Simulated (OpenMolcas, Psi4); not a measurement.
C3H3N (Z-propargylimine): a line through the functionals

C3H3N has 7 atoms, charge 0, and is taken as a singlet. As SMILES, `[H]/N=C\C#C`. The shape is that of a PBE0-D4/def2-TZVP optimisation.

The dipole moment y, in D, basis def2-SVPD; a is the functional's share of exact exchange. Programs: OpenMolcas 26.06, Psi4 1.11.

| functional | program | a | y (D) |
| --- | --- | --- | --- |
| TPSS | OpenMolcas | 0 | 2.26 |
| revPBE | OpenMolcas | 0 | 2.22 |
| B3LYP | Psi4 | 0.2 | ? |
| PBE0 | Psi4 | 0.25 | 2.29 |
| BHLYP | Psi4 | 0.5 | 2.36 |

**Question.** Fit y = c + s·a to the known rows and predict B3LYP.

**Answer.** 
1. Means of the 4 rows: a = 0.1875, y = 2.282.
2. Σ(Δa)² = 0.17188, Σ(Δa·Δy) = 0.040625, so the slope is 0.040625/0.17188 = 0.23636.
3. Intercept: 2.282 − (0.23636) × 0.1875 = 2.238. The largest residual of the fit is 0.022.
4. B3LYP: 2.238 + (0.23636) × 0.2 = 2.29 D.

The run gave 2.31 D, so the prediction is off by -0.02 D, about the largest residual. More exact exchange makes the molecule more polar here.
